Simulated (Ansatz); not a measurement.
Worked example: a bond strength in O2 (oxygen)

The species is O2 (2 atoms), meant as a triplet with charge 0. SMILES: `O=O`. Geometry: optimised at PBE0/def2-SVP.

```
atom    x (Å)    y (Å)    z (Å)
   O   0.5076  -0.1642   0.2614
   O  -0.5076   0.1642  -0.2614
```

Wanted: the dissociation energy of the O2–O1 bond into triplet O and triplet O (shapes relaxed at PBE0/def2-SVP, no zero-point term). 1 Eh = 2625.50 kJ/mol = 27.2114 eV. Totals in Eh; open shells run unrestricted unless said.

```tsv
level	program	O2	triplet O	triplet O 
U-wB97M-V/def2-TZVPP	Ansatz	-150.350510	-75.077171	-75.077171
UCAM-B3LYP/def2-TZVPP	Ansatz	-150.344913	-75.073255	-75.073255
UCCSD(T)/def2-TZVPP, 2 core orbitals frozen	Ansatz	-150.134078	-74.976744	-74.976744
```

Task: Work out the dissociation energy at each level.

Result: 
1. U-wB97M-V/def2-TZVPP: (-75.077171) + (-75.077171) − (-150.350510) = 0.196168 Eh = 515.0 kJ/mol = 5.34 eV.
2. UCAM-B3LYP/def2-TZVPP: (-75.073255) + (-75.073255) − (-150.344913) = 0.198403 Eh = 520.9 kJ/mol = 5.40 eV.
3. UCCSD(T)/def2-TZVPP: (-74.976744) + (-74.976744) − (-150.134078) = 0.180590 Eh = 474.1 kJ/mol = 4.91 eV.

The levels span 474 to 521 kJ/mol; no measured value is set beside them. A bond enthalpy at 298 K also holds the loss of zero-point energy and thermal terms.
